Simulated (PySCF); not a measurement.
C2H7O2P.
Bonds: C1–P2, P2–C3, P2–O4 (double), P2–O5. Hydrogens: H6, H7, H8 on C1; H9, H10, H11 on C3; H12 on O5.

Method: PySCF, PBE0-D3(BJ)/def2-SVP geometry optimisation, gas phase; density fitting, grid level 1; the optimiser is geomeTRIC in internal coordinates, started from a GFN2-xTB structure with every atom displaced at random (about 0.01 Å).

Step 1: E = -15554.6826 eV
```
atom  x, y, z in Å  |  force x, y, z in eV/Å
C1      0.6905   -0.2497   -1.3210    0.306  -0.228   0.022
P2      0.3836    0.2393    0.3918    0.255   0.275   0.309
C3     -1.0647   -0.6964    0.9260   -0.094   0.046  -0.359
O4      1.5942    0.2155    1.2706   -0.362  -0.089  -0.257
O5     -0.2599    1.7437    0.2295   -0.042  -0.243  -0.020
H6     -0.1957   -0.1040   -1.9507   -0.049   0.005  -0.036
H7      1.5084    0.3936   -1.6796   -0.032  -0.031  -0.077
H8      1.0351   -1.3012   -1.3780   -0.131   0.258   0.052
H9     -1.3731   -0.3847    1.9338    0.014   0.031  -0.051
H10    -1.8744   -0.5077    0.1932    0.088  -0.082   0.319
H11    -0.8201   -1.7688    0.9289   -0.012   0.024   0.038
H12     0.4162    2.3965    0.4465    0.060   0.033   0.060
```

Step 2: E = -15554.6983 eV
```
atom  x, y, z in Å  |  force x, y, z in eV/Å
C1      0.7027   -0.2483   -1.3278    0.084   0.010   0.011
P2      0.3814    0.2440    0.3838    0.015   0.102   0.037
C3     -1.0651   -0.6920    0.9188    0.007  -0.032  -0.161
O4      1.5822    0.2054    1.2658   -0.087  -0.039  -0.041
O5     -0.2670    1.7427    0.2311    0.041  -0.071  -0.008
H6     -0.1829   -0.1060   -1.9625   -0.008  -0.008  -0.002
H7      1.5226    0.3838   -1.6999   -0.015  -0.010  -0.024
H8      1.0349   -1.2966   -1.3691   -0.040   0.022   0.026
H9     -1.3557   -0.3713    1.9276    0.020   0.024   0.025
H10    -1.8966   -0.5159    0.2194   -0.014  -0.010   0.076
H11    -0.8211   -1.7637    0.9319    0.001   0.000   0.034
H12     0.4046    2.3939    0.4719   -0.005   0.010   0.027
```

Question: Estimate the geometry and energy of step 3. (The exact step hangs on the optimiser's Hessian estimate; all steps are aligned on step 2, rigid shifts and turns removed.)

Answer: E = -15554.7024 eV, largest force 0.086 eV/Å
```
atom  x, y, z in Å  |  force x, y, z in eV/Å
C1      0.7100   -0.2463   -1.3327   -0.016   0.072  -0.007
P2      0.3780    0.2489    0.3755   -0.059   0.000  -0.063
C3     -1.0649   -0.6912    0.9103    0.010  -0.023  -0.004
O4      1.5700    0.1970    1.2645    0.047  -0.006   0.054
O5     -0.2682    1.7462    0.2296    0.040   0.004  -0.014
H6     -0.1740   -0.1073   -1.9711    0.000  -0.007   0.003
H7      1.5331    0.3757   -1.7135    0.001  -0.004   0.003
H8      1.0302   -1.2965   -1.3582    0.002  -0.044   0.004
H9     -1.3363   -0.3619    1.9228    0.015  -0.002   0.015
H10    -1.9148   -0.5235    0.2354   -0.032   0.013  -0.021
H11    -0.8185   -1.7621    0.9342    0.008   0.004   0.014
H12     0.3955    2.3971    0.4940   -0.018  -0.008   0.016
```

The energy changes by -0.0040 eV. The first-order estimate −F·Δx gives -0.0067 eV and the mean of the old and new forces, exact on a quadratic surface, -0.0039 eV. The step makes an angle of 63° with the force vector and moves no atom by more than 0.025 Å.

What follows is the cost of the whole optimisation. Time: 61 s wall; peak memory 0.47 GiB. Hardware: one thread, Arm Neoverse V2 (aarch64) (shared host).
